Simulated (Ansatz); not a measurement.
System: isobutene, C₄H₈ (charge 0, singlet). 
Geometry from a B3LYP-D3(BJ)/def2-TZVP (Ansatz, a quantum-chemistry and plane-wave program) optimisation:
```
C
C 1 1.3301
H 2 1.0831 1 121.53
H 2 1.0831 3 116.94 1 -180.00
C 1 1.5018 2 122.22 3 0.00
H 5 1.0896 1 111.83 2 0.00
H 5 1.0944 6 108.38 1 122.37
H 5 1.0944 6 108.38 7 115.25
C 1 1.5018 2 122.22 3 -180.00
H 9 1.0896 1 111.83 2 0.00
H 9 1.0944 10 108.38 1 122.37
H 9 1.0944 10 108.38 11 115.25
```


Property: enthalpy of formation at 298 K (from the atomisation energy, B3LYP-D3(BJ)/def2-TZVP harmonic zero-point and thermal terms from Ansatz, and the atoms' enthalpies of formation in the G2/97 table; no spin-orbit terms, and no core term in the frozen-core levels), in kcal/mol. Valence correlation only, unless marked. UHF or UKS for open shells. Spin-orbit coupling is left out. No relativistic terms. The coupled-cluster limit lacks core correlation, which all-electron functionals hold. CBS marks a two-point X^-3 extrapolation of the correlation energy; Hartree-Fock from the larger set. The bracket is a focal-point correction in the basis named.

| level | program | enthalpy of formation at 298 K (kcal/mol) |
|---|---|---|
| HF/aug-cc-pVDZ | Ansatz | 286.9 |
| BHLYP-D4/def2-TZVPD | Ansatz + dftd4 | 22.0 |
| B2PLYP-D4/def2-TZVPD | Ansatz + dftd4 | 7.5 |
| PBE-QIDH/def2-TZVPD | Ansatz | 3.6 |
| MP2/6-31G | Ansatz | 137.1 |
| CCSD/cc-pVTZ | Ansatz | 36.1 |
| RI-MP2/CBS(cc-pVTZ,cc-pVQZ)+[CCSD(T)-MP2]/cc-pVTZ | Ansatz | -2.3 |
